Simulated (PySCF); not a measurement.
**C4H9N (SMILES C=CN(C)C): levels of theory compared**

Wanted: a comparison of 3 runs (HF/3-21G, PBE0/def2-SVP, SVWN5/def2-SVP) of C4H9N. The job is set up through a Python script.

The results are computed with PySCF 2.14.0.

## (1) Starting point

The species is C4H9N (14 atoms), meant as a singlet with charge 0. SMILES: `C=CN(C)C`. The coordinates come from a PBE0-D4/def2-TZVP relaxation. This is one conformer, not always the lowest.

Bond lengths: C1–C2 1.338 Å, C2–N3 1.373 Å, N3–C4 1.436 Å, N3–C5 1.440 Å, C1–H6 1.081 Å, C1–H7 1.082 Å, C2–H8 1.087 Å, C4–H9 1.092 Å, C4–H10 1.091 Å, C4–H11 1.101 Å, C5–H12 1.091 Å, C5–H13 1.093 Å, C5–H14 1.101 Å. Some angles: C1–C2–N3 127.5°, C2–N3–C4 117.9°, C2–N3–C5 117.6°, C4–N3–C5 115.9°, C1–C2–H8 119.4°, N3–C2–H8 113.0°, C2–C1–H6 119.4°, C2–C1–H7 123.1°, N3–C4–H9 109.9°, N3–C4–H10 109.4°.

## (2) Energy and gradient at HF/3-21G (run 1)

input.py reads:

```python
# C=CN(C)C
import pyscf.grad
from pyscf import gto, scf

system = gto.M(
    atom='''
C   -1.865500   0.858200   0.313900
C   -0.934700  -0.037400   0.661400
N    0.373600  -0.086800   0.248400
C    0.794200   0.843100  -0.761200
C    1.015800  -1.375600   0.222300
H   -2.841000   0.815900   0.777200
H   -1.687300   1.647100  -0.404700
H   -1.186200  -0.820000   1.372600
H    0.553300   1.862400  -0.451400
H    1.874900   0.770800  -0.892500
H    0.311300   0.660000  -1.734100
H    0.703200  -1.958200   1.090600
H    2.100600  -1.252900   0.268500
H    0.774900  -1.955800  -0.681900
''',
    basis='3-21g',
    max_memory=1860,
    spin=0,
    verbose=3,
)

mf = scf.RHF(system)
mf.conv_tol = 1e-10
mf.kernel()
if not mf.converged:
    mf = mf.newton().run(mf.mo_coeff, mf.mo_occ)

etot = mf.e_tot
print(f'total energy: {etot:.8f} hartree')
grad = mf.Gradients().kernel()
mf.analyze()
```

Command:

```console
$ OMP_NUM_THREADS=1 python input.py
```

What it wrote:

```text
converged SCF energy = -209.949126622161
[... 17 lines left out ...]
MO #8   energy= -0.968876431726423 occ= 2
[... 10 lines left out ...]
MO #19  energy= -0.431424971793105 occ= 2
[... 10 lines left out ...]
MO #30  energy= 0.397465393914341  occ= 0
[... 10 lines left out ...]
MO #41  energy= 1.05158418855802   occ= 0
[... 10 lines left out ...]
MO #52  energy= 1.38402775954468   occ= 0
[... 10 lines left out ...]
MO #63  energy= 3.11223606151074   occ= 0
[... 15 lines left out ...]
Dipole moment(X, Y, Z, Debye):  1.02997, -0.95255, -0.52160
```

It took 2.8 s on 1 thread of Intel Xeon at 2.70GHz, shared host; peak memory 0.13 GiB.

## (3) Energy and gradient at PBE0/def2-SVP (run 2)

run.py reads:

```python
import pyscf.grad
from pyscf import gto, dft

system = gto.Mole()
system.atom = '''
C     -1.865500     0.858200     0.313900
C     -0.934700    -0.037400     0.661400
N      0.373600    -0.086800     0.248400
C      0.794200     0.843100    -0.761200
C      1.015800    -1.375600     0.222300
H     -2.841000     0.815900     0.777200
H     -1.687300     1.647100    -0.404700
H     -1.186200    -0.820000     1.372600
H      0.553300     1.862400    -0.451400
H      1.874900     0.770800    -0.892500
H      0.311300     0.660000    -1.734100
H      0.703200    -1.958200     1.090600
H      2.100600    -1.252900     0.268500
H      0.774900    -1.955800    -0.681900
'''
system.verbose = 4
system.max_memory = 1860
system.basis = 'def2-svp'
system.build()

mf = dft.RKS(system)
mf.xc = 'pbe0'
mf.grids.level = 5
mf.conv_tol = 1e-10
mf.kernel()
if not mf.converged:
    mf = mf.newton().run(mf.mo_coeff, mf.mo_occ)

e_tot = mf.e_tot
print('E = %.10f Eh' % e_tot)
grad = mf.Gradients().kernel()
mf.analyze()
```

Command:

```console
$ OMP_NUM_THREADS=1 python run.py
```

What it wrote:

```text
PySCF version 2.14.0

[... 115 lines left out ...]
MO #10  energy= -0.561269119255333 occ= 2
[... 20 lines left out ...]
MO #31  energy= 0.198340395845328  occ= 0
[... 20 lines left out ...]
MO #52  energy= 0.722227213483514  occ= 0
[... 20 lines left out ...]
MO #73  energy= 1.60832690389097   occ= 0
[... 20 lines left out ...]
MO #94  energy= 2.27768231273916   occ= 0
[... 20 lines left out ...]
MO #115 energy= 3.47569771476808   occ= 0
[... 132 lines left out ...]
Dipole moment(X, Y, Z, Debye):  1.28668, -0.82065, -0.41071
```

Run time: 67 s. Hardware: 1 thread of Intel Xeon at 2.70GHz, shared host; peak memory 1.2 GiB.

## (4) Energy and forces at SVWN5/def2-SVP (run 3)

calc.py reads:

```python
# C=CN(C)C
import pyscf.grad
from pyscf import gto, dft

mol = gto.M(
    atom=[
    ('C', (-1.865500, 0.858200, 0.313900)),
    ('C', (-0.934700, -0.037400, 0.661400)),
    ('N', (0.373600, -0.086800, 0.248400)),
    ('C', (0.794200, 0.843100, -0.761200)),
    ('C', (1.015800, -1.375600, 0.222300)),
    ('H', (-2.841000, 0.815900, 0.777200)),
    ('H', (-1.687300, 1.647100, -0.404700)),
    ('H', (-1.186200, -0.820000, 1.372600)),
    ('H', (0.553300, 1.862400, -0.451400)),
    ('H', (1.874900, 0.770800, -0.892500)),
    ('H', (0.311300, 0.660000, -1.734100)),
    ('H', (0.703200, -1.958200, 1.090600)),
    ('H', (2.100600, -1.252900, 0.268500)),
    ('H', (0.774900, -1.955800, -0.681900)),
],
    basis='def2-svp',
    verbose=3,
    max_memory=1860,
    spin=0,
)

mf = dft.RKS(mol)
mf.xc = 'svwn'
mf.grids.level = 5
mf.conv_tol = 1e-10
mf.kernel()
if not mf.converged:
    mf = mf.newton().run(mf.mo_coeff, mf.mo_occ)

energy = mf.e_tot
print('E(%s) = %.9f' % ('SVWN5', energy))
grad = mf.Gradients().kernel()
dip = mf.dip_moment()
pop, q = mf.mulliken_pop()
```

Command:

```console
$ OMP_NUM_THREADS=1 python calc.py
```

What it wrote:

```text
converged SCF energy = -210.469682087916
[... 9 lines left out ...]
Dipole moment(X, Y, Z, Debye):  1.38514, -0.81015, -0.40927
[... 130 lines left out ...]
charge of   13H =      0.05395
```

It took 34 s on 1 thread of Intel Xeon at 2.70GHz, shared host; peak memory 0.68 GiB.

## (5) Overview of the runs

```tsv
run	level	integration grid	energy (Eh)	dipole moment (D)	HOMO energy (eV)	LUMO energy (eV)	wall time
1	HF/3-21G	–	-209.949127	1.50	-7.93	5.84	2.8 s
2	PBE0/def2-SVP	5	-212.148285	1.58	-5.52	1.34	67 s
3	SVWN5/def2-SVP	5	-210.469682	1.66	-4.49	0.16	34 s
```

## (6) Results

```
                       quantity          value
            run 3: total energy  -210.46968 Eh
           run 3: dipole moment         1.66 D
             run 3: HOMO energy       -4.49 eV
             run 3: LUMO energy        0.16 eV
           run 3: HOMO–LUMO gap        4.65 eV
run 3: largest force on an atom     1.001 eV/Å
```

In words: The dipole moment (its size) runs from 1.50 D (HF/3-21G) to 1.66 D (SVWN5/def2-SVP). The two ends differ in method and basis. The HOMO–LUMO gap runs from 4.65 eV (SVWN5/def2-SVP) to 13.77 eV (HF/3-21G). Totals of different functionals can't be ranked against each other. All runs together took 1.7 min, the longest 67 s.
